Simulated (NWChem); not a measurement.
phosphine (PH$_{3}$); SMILES P

Results from NWChem. Medium grid unless said otherwise, to which SCAN and Minnesota functionals are sensitive. The geometry was optimised at PBE0/def2-SVP. Hybrids' shares of exact exchange are those that their runs print; pure functionals count as 0. The functionals differ in more than this share.

| row | share of exact exchange | orbital gap (eV) |
|---|---|---|
| LDA (Slater exchange, VWN5)/def2-TZVPD | 0.00 | 6.38 |
| PBE/def2-TZVPD | 0.00 | 6.39 |
| B3LYP/def2-TZVPD | 0.20 | 7.67 |
| PBE0/def2-TZVPD | 0.25 | 8.17 |
| M06-2X/def2-TZVPD | 0.54 | withheld |
| Hartree-Fock/def2-TZVPD | 1.00 | 12.60 |

Task: Fit a straight line of the last column on the one before it, predict the withheld value, and compare with the run.

Result: 
1. Means of the 5 shown rows: x = 0.290, y = 8.242. Slope Σ(x − x̄)(y − ȳ)/Σ(x − x̄)² = 4.226/0.6820 = 6.196; intercept 6.445.
2. The shown rows scatter about the line by 0.090 (root mean square); the largest residual is +0.18, at PBE0/def2-TZVPD.
3. At x = 0.54 (M06-2X/def2-TZVPD; inside the shown range) the line gives 9.79.
4. The run gives 9.54, -0.25 from the line, 2.8 times the scatter.
